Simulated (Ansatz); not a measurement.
# C₃H₅N: small, medium and large basis sets

An exercise on one series of results from a longer session: the logs are not shown, and one member is left open.

The runs use Ansatz 0.2.0, Gaussian basis; one geometry, several basis sets.

Plan: PBE0-D4/def2-SVP; ωB97M-V/def2-SVP; PBE0-D4/def2-QZVPP; ωB97M-V/def2-QZVPP; the functionals' def2-TZVPP values are taken from earlier runs.

## The relaxed structure

The geometry comes from an earlier relaxation with PBE0-D4 in a triple-zeta def2 set; it is a stationary point, not always the lowest conformer.

SMILES `C#CNC`, 9 atoms, charge 0, spin multiplicity 1.

Atoms are counted from 1 here; the program's logs count them from 0.

Bond lengths: C1–C2 1.204 Å, C1–H5 1.063 Å, C2–N3 1.338 Å, N3–C4 1.453 Å, N3–H6 1.009 Å, C4–H7 1.091 Å, C4–H8 1.090 Å, C4–H9 1.096 Å. Angles: C2–C1–H5 179.1°, C1–C2–N3 177.6°, C2–N3–C4 118.1°, C2–N3–H6 114.2°, C4–N3–H6 114.6°, N3–C4–H7 108.9°, N3–C4–H8 109.0°, N3–C4–H9 113.1°, H7–C4–H8 108.3°, H7–C4–H9 109.1°, H8–C4–H9 108.5°.

Set-up of the first run:

Contents of in.yaml:

```yaml
crystal:
  periodic: [false, false, false]
  atoms:
    - {symbol: C, position_ang: [-0.615832, 0.605454, -2.023858]}
    - {symbol: C, position_ang: [0.009266, 0.441770, -1.008364]}
    - {symbol: N, position_ang: [0.709624, 0.205991, 0.106519]}
    - {symbol: C, position_ang: [0.090020, -0.595806, 1.147722]}
    - {symbol: H, position_ang: [-1.153729, 0.750919, -2.928547]}
    - {symbol: H, position_ang: [1.229340, 1.001910, 0.443870]}
    - {symbol: H, position_ang: [0.825671, -0.788442, 1.929400]}
    - {symbol: H, position_ang: [-0.216318, -1.552120, 0.723226]}
    - {symbol: H, position_ang: [-0.789542, -0.115876, 1.592932]}
basis:
  gaussian: {orbitals: def2-SVP}
hamiltonian: {xc: pbe0, dispersion: d4}
output: {orbitals: {seedname: orbitals}}
```

Steps of the session up to this table: PBE0-D4 in def2-SVP; ωB97M-V in def2-SVP; PBE0-D4 in def2-QZVPP; ωB97M-V in def2-QZVPP.

One table of the session follows, with a row left open; its other results are not shown here.

It belongs to the step «Functionals by basis». 

```
functional       basis  HOMO (eV)  LUMO (eV)
   PBE0-D4    def2-SVP      -6.07       1.36
   PBE0-D4  def2-TZVPP          ?          ?
   PBE0-D4  def2-QZVPP      -6.26       0.42
   ωB97M-V    def2-SVP      -8.28       3.20
   ωB97M-V  def2-TZVPP      -8.44       2.36
   ωB97M-V  def2-QZVPP      -8.47       1.57
```

Estimate the missing values for PBE0-D4, def2-TZVPP.

The run gave: HOMO (eV): -6.23; LUMO (eV): 0.84. In the column «HOMO (eV)» it lies between PBE0-D4, def2-QZVPP (-6.26) and PBE0-D4, def2-SVP (-6.07).
